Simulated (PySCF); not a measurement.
Molecule: methylenecyclobutane (C=C1CCC1, C5H8).

Bonds (- single, = double, # triple, : aromatic): C1=C2, C2-C3, C3-C4, C4-C5, C5-C2. C1 carries H6, H7; C3 carries H8, H9; C4 carries H10, H11; C5 carries H12, H13.

Frames of a GFN2-xTB Langevin trajectory at 300 K; GIAO PBE0/pcSseg-1 shieldings in PySCF 2.14.0 with density-fitted response routines, gas phase, non-relativistic; equivalent atoms averaged within each frame.

Referencing at the same level of theory: TMS for $^{13}$C (186.93 ppm) and $^{1}$H (31.72 ppm). The references are static minima.

Question: How do the shifts (ppm) fluctuate along the trajectory?

Answer: 
| time (fs) | C2 | C1 | C3/C5 | C4 | H6/H7 | H10/H11 | H8/H9/H12/H13 |
| --- | --- | --- | --- | --- | --- | --- | --- |
| optimised geometry | 157.9 | 114.7 | 31.5 | 15.8 | 5.22 | 1.99 | 2.84 |
| 250 | 162.3 | 115.0 | 34.7 | 24.5 | 5.44 | 2.94 | 2.82 |
| 425 | 152.8 | 118.3 | 33.1 | 18.9 | 6.00 | 2.13 | 3.12 |
| 625 | 159.8 | 117.0 | 30.8 | 13.4 | 5.59 | 0.96 | 3.22 |
| 800 | 168.0 | 125.4 | 36.7 | 28.0 | 6.25 | 3.42 | 3.20 |
| 1000 | 156.2 | 109.9 | 34.5 | 21.9 | 5.10 | 2.63 | 3.30 |
| mean of frames | 159.8 | 117.1 | 33.9 | 21.3 | 5.68 | 2.42 | 3.13 |
| standard deviation | 5.8 | 5.6 | 2.2 | 5.6 | 0.45 | 0.94 | 0.19 |

5 frames give an uncertainty of the mean of about the standard deviation over 2.2 at best, since frames this close in time may not be independent; classical motion lacks zero-point vibration, and the reference would need the same averaging.
